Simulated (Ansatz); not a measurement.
We consider diamond-structure Ge, described by r²SCAN0 (Ansatz, an electronic-structure program, plane waves, PAW).

Numerical settings: plane-wave cutoff 520 eV, 8×8×8 k mesh, Fermi–Dirac smearing 0.01 eV, scalar-relativistic PAW data made under PBE.

The cell is scaled about its equilibrium volume:

```csv
V (Å³/atom),P (GPa),direct gap at Γ (eV)
21.158,5.21,2.344
21.714,2.67,2.043
22.271,0.45,1.752
22.974,-1.93,1.397
23.385,-3.14,1.197
```

The fundamental gap (1.54 eV at the equilibrium volume, on the SCF mesh) lies elsewhere than Γ–Γ.

Spin–orbit coupling is not included.
